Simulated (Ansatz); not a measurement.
Molecule: BF3, charge 0, multiplicity 1. SMILES: FB(F)F
Geometry: optimised at B3LYP-D3(BJ)/def2-TZVP (Ansatz, an electronic-structure program).

Parts of the frozen-core correlation energy in STO-3G (Ansatz, hartree). Frozen orbitals: 4; correlated occupied orbitals by spin: 12 and 12; virtual: 4 and 4. No spin-orbit coupling. No relativistic terms.

```tsv
term	value
reference (HF)	-318.66176
MP2 opposite-spin	-0.07287
MP2 same-spin	-0.02294
CCSD correlation	-0.10790
(T)	-0.00856
FCI minus CCSD(T)	-0.00058
T1 diagnostic	0.014
largest doubles amplitude	0.044
```
